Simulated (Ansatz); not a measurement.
[GeH3···H···BH2], doublet: transfer scan

Starting geometry:

```json
{"atom": "Ge", "x (Å)": "-0.4462", "y (Å)": "0.0000", "z (Å)": "0.0000"}
{"atom": "H", "x (Å)": "-0.9576", "y (Å)": "1.4466", "z (Å)": "0.0000"}
{"atom": "H", "x (Å)": "-0.9576", "y (Å)": "-0.7233", "z (Å)": "1.2528"}
{"atom": "H", "x (Å)": "-0.9576", "y (Å)": "-0.7233", "z (Å)": "-1.2528"}
{"atom": "H", "x (Å)": "1.0882", "y (Å)": "0.0000", "z (Å)": "0.0000"}
{"atom": "B", "x (Å)": "2.5868", "y (Å)": "0.0000", "z (Å)": "0.0000"}
{"atom": "H", "x (Å)": "3.0959", "y (Å)": "0.0000", "z (Å)": "1.0770"}
{"atom": "H", "x (Å)": "3.0959", "y (Å)": "0.0000", "z (Å)": "-1.0770"}
```

From there H5 is moved from one fragment to the other while all else, the fragments' distance too, stays fixed, so the hump isn't the reaction's barrier; atoms are numbered as listed. Energies are in eV, counted from the starting geometry at the same level.

Basis cc-pVDZ; Ansatz 0.2.0. Correlated methods freeze the noble-gas cores and the filled d shells of p-block atoms. R marks a restricted (for open shells ROHF) determinant, U an unrestricted one. No spin–orbit coupling is included, and no scalar relativity.

Full CI isn't at hand for all of this; UCCSDT(Q) serves as the reference, and is uncertain by about the last step of the cluster series. The frozen core follows each run's orbitals, which can shift R against U totals by a few meV for light atoms and by up to 0.1 eV past Ca.

```tsv
distance Ge1-H5 (Å)	UCCSDT(Q)	error RHF	error UMP2	error UCCSD	error RCCSD(T)	error UCCSD(T)	error UCCSDT
1.534	0.000	0.000	0.000	0.000	0.000	0.000	0.000
1.581	-0.044	0.029	0.001	0.003	0.001	0.001	0.000
1.675	-0.015	0.051	0.006	-0.005	0.001	0.000	0.000
1.769	-0.177	-0.008	-0.007	-0.010	0.000	-0.002	-0.001
1.863	-0.229	-0.082	-0.018	-0.017	0.000	-0.003	-0.001
```

Errors are those of relative energies. In total energy the starting point itself misses UCCSDT(Q) by: RHF 6.921, UMP2 1.513, UCCSD 0.174, RCCSD(T) 0.035, UCCSD(T) 0.035, UCCSDT 0.005 eV.

Spread of the error over the points with a reference, to 1.863 Å (largest less smallest): RCCSD(T) 0.001, UCCSDT 0.001, UCCSD(T) 0.004, UCCSD 0.021, UMP2 0.024, RHF 0.133 eV.
